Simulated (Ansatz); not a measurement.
**BS₂−: functionals against CCSD(T) at one geometry**

The atoms stand at a frame of a short trajectory. How far do the functionals agree with CCSD(T) there?

Program: Ansatz 0.2.0, Gaussian basis. Level of theory: single points in def2-TZVPPD. These are calculated values, not measurements.

Correlated methods freeze the cores.

### 1 Starting geometry

SMILES `S=B[S-]`, 3 atoms, charge -1, spin multiplicity 1.

Atoms are counted from 1 here; the program's logs count them from 0.

Bond lengths: S1–B2 1.625 Å, B2–S3 1.665 Å. Angles: S1–B2–S3 177.1°.

Coordinates:

```xyz
3
BS2
S    -1.1029    1.1175   -0.4788
B    -0.0315   -0.0140   -0.0182
S     1.1134   -1.1129    0.4848
```

### 2 PBE-D4/def2-TZVPPD

run/in.yaml reads:

```yaml
crystal:
  periodic: [false, false, false]
  atoms:
    - {symbol: S, position_ang: [-1.102891, 1.117544, -0.478755]}
    - {symbol: B, position_ang: [-0.031526, -0.014007, -0.018243]}
    - {symbol: S, position_ang: [1.113419, -1.112894, 0.484840]}
basis:
  gaussian: {orbitals: "def2-TZVPPD.json"}
total_charge: -1
hamiltonian: {xc: pbe, dispersion: d4}
output: {forces: true}
```

The basis file named in the input lies beside it (Basis Set Exchange, JSON).

The run is started by

```console
$ ansatz run in.yaml --threads 2 --pin off --events-out ev --progress --plain --max-ram 3481MiB
```

### 3 r2SCAN-D4/def2-TZVPPD

Edit run/in.yaml of step 2 so:

```diff
@@ -9,3 +9,3 @@
 total_charge: -1
-hamiltonian: {xc: pbe, dispersion: d4}
+hamiltonian: {xc: r2scan, dispersion: d4}
 output: {forces: true}
```

### 4 PBE0-D4/def2-TZVPPD

Edit run/in.yaml of step 3 so:

```diff
@@ -9,3 +9,3 @@
 total_charge: -1
-hamiltonian: {xc: r2scan, dispersion: d4}
-output: {forces: true}
+hamiltonian: {xc: pbe0, dispersion: d4}
+output: {forces: true, orbitals: {seedname: orbitals}}
```

### 5 wB97M-V/def2-TZVPPD

Edit run/in.yaml of step 4 so:

```diff
@@ -9,3 +9,3 @@
 total_charge: -1
-hamiltonian: {xc: pbe0, dispersion: d4}
-output: {forces: true, orbitals: {seedname: orbitals}}
+hamiltonian: {xc: {name: wB97M-V}}
+output: {forces: true}
```

### 6 CCSD(T)/def2-TZVPPD

Edit run/in.yaml of step 5 so:

```diff
@@ -9,3 +9,3 @@
 total_charge: -1
-hamiltonian: {xc: {name: wB97M-V}}
+correlation: {method: ccsd_t}
 output: {forces: true}
```

(Steps that only read results are left out.)

Before running it: what results should come out? Wanted: RMS force component; RMS force error; HOMO and LUMO, PBE0-D4; T1 diagnostic.

**Answer**, as computed:

| quantity | value |
| --- | --- |
| RMS force component | 0.808 to 0.960 eV/Å over the methods |
| RMS force error | PBE-D4 0.027, r2SCAN-D4 0.144, PBE0-D4 0.187, wB97M-V 0.186 eV/Å |
| HOMO and LUMO, PBE0-D4 | -1.71 and 3.28 eV |
| T1 diagnostic | 0.015 |

In words: On forces the order runs from PBE-D4 to PBE0-D4. Frozen-core CCSD(T) forces in triple zeta carry basis errors of their own, and this is one geometry, so small gaps rank nothing.
